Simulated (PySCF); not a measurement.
# Gas-phase thermal properties of Al(CH3)2F

Computed with PySCF and rigid-rotor harmonic-oscillator thermochemistry at 1 bar. 6-31G* has spherical d functions here. All species are closed-shell singlets. B3LYP is the form with VWN-RPA correlation. Methyl groups turn as free rotors in Al(CH3)2F. Al(CH3)2F: computed as isolated molecules; such fragments, hydroxides, amides, oligomers or adducts are transient or little studied in the gas. The harmonic model lacks anharmonicity and excited electronic states, which grow with temperature; levels with a mode under 35 cm⁻¹ are left out.

```json
[
 {"level": "B3LYP/6-31G*", "point group": "C2v", "σ": "2", "ZPE (kJ/mol)": "194.4", "S°298 (J/mol/K)": "332.0", "Cp298 (J/mol/K)": "92.2", "S°1000 (J/mol/K)": "488.1", "H1000 − H298 (kJ/mol)": "95.8"},
 {"level": "HF/6-31G*", "point group": "C2v", "σ": "2", "ZPE (kJ/mol)": "205.0", "S°298 (J/mol/K)": "329.3", "Cp298 (J/mol/K)": "89.1", "S°1000 (J/mol/K)": "480.7", "H1000 − H298 (kJ/mol)": "93.0"},
 {"level": "PBE/def2-SVP", "point group": "C2v", "σ": "2", "ZPE (kJ/mol)": "186.6", "S°298 (J/mol/K)": "335.1", "Cp298 (J/mol/K)": "95.8", "S°1000 (J/mol/K)": "495.9", "H1000 − H298 (kJ/mol)": "98.4"},
 {"level": "PBE0/def2-TZVP", "point group": "C2v", "σ": "2", "ZPE (kJ/mol)": "192.0", "S°298 (J/mol/K)": "333.5", "Cp298 (J/mol/K)": "93.8", "S°1000 (J/mol/K)": "491.6", "H1000 − H298 (kJ/mol)": "96.9"}
]
```
σ: rotational symmetry number. Electronic degeneracy used: 1. Frequencies are unscaled.
